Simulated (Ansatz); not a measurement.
Reaction (hydrogen abstraction from the Si–H bond): `C[SiH2]F` + Cl• → `C[SiH]F`• + HCl

Computed with Ansatz on PBE0-D4/def2-TZVP structures; ΔE is electronic, products minus reactants. CCSD(T)/CBS is the MP2 limit (def2-TZVPP, def2-QZVPP) plus CCSD(T) − MP2 in def2-TZVPP, frozen cores. This one scheme is used for every species, atoms too. Functionals use def2-TZVPP. HSE06 is defined as in plane-wave codes. Open shells (•) are unrestricted, without spin–orbit coupling. Spin–orbit coupling would lower the free atoms: a little for Cl.

```csv
level,ΔE (kJ/mol)
r2SCANh-D4,-43.2
r2SCAN0-D4,-37.6
HSE06-D4,-44.0
HSE06,-44.2
HF/def2-TZVPP,12.2
MP2/def2-TZVPP,-36.5
HF/def2-QZVPP,11.0
HF/CBS(def2),10.8
```

Task: What does CCSD(T)/CBS give? (An estimate is asked.)

Result: The calculation gave: -29.7 kJ/mol. The listed levels differ from it by -13.5, -7.9, -14.3, -14.5, 41.9, -6.8, 40.7, 40.5 kJ/mol.

Largest T1 diagnostic among the species: 0.013.

From BLYP to BHLYP (50 % exact exchange), in def2-TZVPP and without D4, ΔE moves by +25.0 kJ/mol. In def2-TZVPP, CCSD(T) changes the Hartree–Fock value by −36.0 kJ/mol (the triples alone add −5.7 kJ/mol) and MP2 by −48.6 kJ/mol. At CCSD(T), def2-SVP lies +21.1 kJ/mol from the extrapolated value and def2-TZVPP +6.0 kJ/mol.

CCSD(T)/CBS has its own doubt, a few kJ/mol and more with outer-core shells, so smaller differences from it don't rank the levels.
